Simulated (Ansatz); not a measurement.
Geometry optimisation, RKS PBE-D4/def2-SVP in Ansatz 0.2.0.

input.yaml

```yaml
crystal:
  periodic: [false, false, false]
  atoms:
    - { symbol: B, position_ang: [0.136553, 0.022396, 0.063065] }
    - { symbol: H, position_ang: [0.251591, 0.155687, 1.239044] }
    - { symbol: H, position_ang: [1.226882, -0.221463, -0.343731] }
    - { symbol: C, position_ang: [-1.192263, 0.058668, -0.732142] }
    - { symbol: H, position_ang: [-1.643324, -0.943477, -0.520124] }
    - { symbol: H, position_ang: [-1.933348, 0.78089, -0.334875] }
    - { symbol: H, position_ang: [-1.108191, 0.1473, -1.831837] }
basis:
  gaussian: { orbitals: def2-SVP }
hamiltonian:
  xc: pbe
  dispersion: d4
relax:
  f_tol: 0.03
  max_steps: 50
```

Run as:

```bash
$ ansatz run input.yaml --threads 1 --pin off --max-ram 2048MiB --backend cpu --events-out ev --progress --plain --runs-dir out
```

Q: Where does it end, and by what steps?

A: It converged. The force dipped under the threshold on the way, but the program's further checks kept it going. After 7 steps the energy has fallen by 0.108 eV; H3 moved furthest, 0.17 Å.

```csv
step,energy less start (eV),largest force component (eV/Å),accepted
0,0.0000,0.894,yes
1,-0.1015,0.234,yes
2,-0.1011,0.353,no
3,-0.1059,0.060,yes
4,-0.1050,0.210,no
5,-0.1069,0.036,yes
6,-0.1080,0.006,yes
7,-0.1081,0.020,yes
```

```xyz
7
Properties=species:S:1:pos:R:3
B 0.156 0.023 0.087
H 0.184 0.273 1.281
H 1.189 -0.349 -0.444
C -1.179 0.076 -0.710
H -1.564 -0.970 -0.570
H -1.965 0.738 -0.298
H -1.083 0.209 -1.806
```

Whether the end is a true minimum wasn't checked by a vibrational analysis.

Time of the run: 3.6 s on 1 thread of Intel(R) Xeon(R) 6975P-C (Granite Rapids) (shared host), peak memory 0.12 GiB.
